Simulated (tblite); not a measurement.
Species: C2H3F2S (doublet state).
Structure used (GFN2-xTB), in Å, numbered top down from 1:
```
atom  x, y, z in Å
F1     1.2571    1.3359   -0.4295
C2     1.5338    0.0852   -0.0196
S3     0.3310   -0.7680    0.8628
C4    -1.1651   -0.2754   -0.0784
F5    -1.7419    0.8260    0.4560
H6     2.5535   -0.0430    0.3039
H7    -0.8800   -0.0523   -1.1090
H8    -1.8793   -1.0991   -0.0108
```

Computed with GFN2-xTB (tblite): harmonic, unscaled wavenumbers at the GFN2-xTB geometry, gas phase. This tight-binding method is rough: wavenumbers can miss measured ones by several per cent, in bad cases by 10 to 20. One conformer, not necessarily the lowest. Open shells enter through the occupations alone, without spin polarisation, and single modes of such species can be off by tens of per cent.

Harmonic wavenumbers (cm⁻¹): 49.9, 110.0, 219.7, 326.9, 410.3, 582.3, 672.7, 815.2, 886.0, 1043.9, 1113.1, 1179.2, 1207.7, 1234.9, 1382.9, 2962.6, 2978.3, 3092.7.

A = 5654, B = 3181, C = 2217 MHz; mass 96.992 u (most abundant isotopes); point group C1, symmetry number 1; spin multiplicity 2.

Q: Zero-point energy?

A: ½Σν̃ = 10134 cm⁻¹ = 28.98 kcal/mol.

Q: What is S at 400 K and 1 bar for an ideal gas of classical rigid rotors and harmonic oscillators?

A: Translation 41.11, rotation 27.37, vibration 18.12, spin (R ln 2) 1.38: S = 88.0 cal/(mol K).

Q: And Cp and H(400 K) − H(0)?

A: Cp = 24.93 cal/(mol K), of which vibrations give 16.98 (their classical limit is 18 R = 35.8); H(400 K) − H(0) = 6.80 kcal/mol without the zero-point energy, 3.62 from vibrations.

Q: How do the functions run with temperature in this model?

A: 
| T (K) | S (cal/(mol K)) | Cp (cal/(mol K)) | H − H(0) (kcal/mol) | G − H(0) (kcal/mol) | ln q(vib) |
| --- | --- | --- | --- | --- | --- |
| 50 | 55.2 | 10.7 | 0.46 | -2.30 | 0.32 |
| 100 | 63.3 | 13.0 | 1.05 | -5.28 | 0.95 |
| 298.15 | 81.2 | 21.2 | 4.44 | -19.77 | 3.39 |
| 373.15 | 86.3 | 24.0 | 6.14 | -26.05 | 4.26 |
| 500 | 93.9 | 27.9 | 9.45 | -37.49 | 5.69 |
| 750 | 106.2 | 32.9 | 17.10 | -62.57 | 8.31 |
| 1000 | 116.1 | 35.9 | 25.72 | -90.40 | 10.67 |

q(vib) and H(0) count from the zero-point level.

Q: Which modes carry the vibrational entropy at 400 K?

A: 49.9 cm⁻¹: 5.40; 110.0 cm⁻¹: 3.84; 219.7 cm⁻¹: 2.51; 326.9 cm⁻¹: 1.78; 410.3 cm⁻¹: 1.38; 582.3 cm⁻¹: 0.85 cal/(mol K); the other 12 give 2.36 together.

Hindered rotation and anharmonicity are outside this model. Other conformers, if any are populated, would add a mixing term that is left out. The structure is chiral; the term R ln 2 for an equal mix with its mirror image is left out.
